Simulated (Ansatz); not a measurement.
**[Br···H···S], triplet in cc-pVTZ: errors against UCCSDT(Q)**

Geometry: a point of a hydrogen-transfer path between rigid fragments, not a stationary point.

| atom | x (Å) | y (Å) | z (Å) |
| --- | --- | --- | --- |
| Br | 0.0000 | 0.0000 | -1.8650 |
| H | 0.0000 | 0.0000 | 0.1280 |
| S | 0.0000 | 0.0000 | 1.7370 |

Basis cc-pVTZ; Ansatz 0.2.0. Only valence electrons are correlated (noble-gas cores and the filled d shells of p-block atoms frozen), which leaves 14 electrons in 72 orbitals. Prefix R: restricted or restricted open-shell reference; prefix U: unrestricted. Active spaces: valence = (14e, 9o) chosen from the atoms' valence shells; pair = (4e, 4o) about the gap. No spin–orbit coupling is included, and no scalar relativity.

Full CI isn't at hand for all of this; UCCSDT(Q) serves as the reference, and is uncertain by about the last step of the cluster series. The frozen core follows each run's orbitals, which can shift R against U totals by a few meV for light atoms and by up to 0.1 eV past Ca.

* UHF ⟨S²⟩: 2.089
* T1 diagnostic (RCCSD): 0.0287
* largest doubles amplitude (RCCSD): 0.080
* T1 diagnostic (UCCSD): 0.0181

```
   level  E − E(UCCSDT(Q)) (mEh)  share of correlation (%)  wall time
     UHF                  356.69                      4.15          –
    UMP2                   60.74                     83.68          –
   UCCSD                   15.44                     95.85          –
UCCSD(T)                    2.25                     99.39       60 s
  UCCSDT                    0.59                     99.84          –
```

The correlation energy at UCCSDT(Q), counted from RHF, is -10.127 eV. That run took 18 s on 2 threads of AMD EPYC 7R13 with a shared H100 80 GB, shared host.

Run but not shown, since their state or frozen core can't be matched to the reference's or they repeat it: RHF, RMP2, RCCSD, RCCSD(T), BCCD(T), RCCSDT, RCCSDT(Q), CASSCF (pair space), NEVPT2 (pair space), MRCISD (pair space), MRCISD+Q (pair space), CASSCF (valence space), NEVPT2 (valence space), MRCISD (valence space), MRCISD+Q (valence space).

Times hold each run's SCF and search for its determinant on a shared host, so for small cases they say little of a method's own cost; they ran on 1 thread of AMD EPYC 7R13.

Natural occupations of CASSCF (valence space) about the gap: 1.999 1.997 1.938 1.002 1.000 0.064; effectively unpaired electrons, Σ n²(2−n)², 2.03.
